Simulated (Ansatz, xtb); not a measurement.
## Two isomers of C4H3ClO

We compare a, `Clc1ccco1`, a singlet, with b, `Clc1ccoc1`, a singlet. Both are isolated molecules in the gas phase, relaxed with PBE-D3(BJ)/def2-SVP.

Energies in hartree; the thermal terms are from PBE-D3(BJ)/def2-SVP harmonic frequencies (ideal gas, rigid rotor, one conformer each, 298.15 K, 1 atm) and include the zero-point energy:

|  | a | b |
| --- | --- | --- |
| E, CCSD(T)/def2-SVP | −688.119382 | −688.118978 |
| E, MP2/def2-SVP | −688.053735 | −688.052852 |
| E, MP2/def2-TZVPP | −688.687167 | −688.686007 |
| zero-point energy | 0.059109 | 0.059214 |
| H(298 K) − E | 0.064887 | 0.065002 |
| G(298 K) − E | 0.030340 | 0.030418 |

Q: Correct the CCSD(T) difference for the basis set by the MP2 change, then work out ΔE, ΔE₀, ΔH and ΔG for a → b in kcal/mol (1 Eh = 627.51 kcal/mol) and the equilibrium ratio [b]/[a].

A: 1. Differences b − a: CCSD(T) +0.000404, MP2 in the small set +0.000883, MP2 in the large set +0.001160 Eh.
2. ΔE = +0.000404 + (+0.001160 − (+0.000883)) = +0.000681 Eh = +0.43 kcal/mol.
3. ΔE₀ = ΔE + ΔZPE = +0.000681 + (+0.000105) Eh = +0.49 kcal/mol.
4. ΔH = ΔE + (+0.000115) Eh = +0.50 kcal/mol.
5. ΔG = ΔE + (+0.000078) Eh = +0.48 kcal/mol, so ΔS = (ΔH − ΔG)/T = +0.3 J/(mol K).
6. kT = 0.9442 mEh, so K = [b]/[a] = exp(−ΔG/kT) = exp(−0.80) ≈ 0.45.

The two are too close for this level to say which is favoured. An error of 1 kcal/mol in ΔG would change K by a factor of 5.4. Mirror images and further conformers aren't counted.

As drawn, both hold the same kinds of bond in the same numbers.

Other levels gave ΔE = −0.9 (GFN2-xTB); −0.3 (HF/STO-3G, GFN2-xTB geometries); +0.7 (r2SCAN-D4/def2-SVP, GFN2-xTB geometries); +0.6 (PBE-D3(BJ)/def2-SVP); −0.2 (HF/def2-SVP); +0.6 (MP2/def2-SVP); +0.3 (CCSD(T)/def2-SVP) kcal/mol. The correlated steps freeze 10 core orbitals. Programs: Ansatz 0.2.0, xtb 6.7.1.
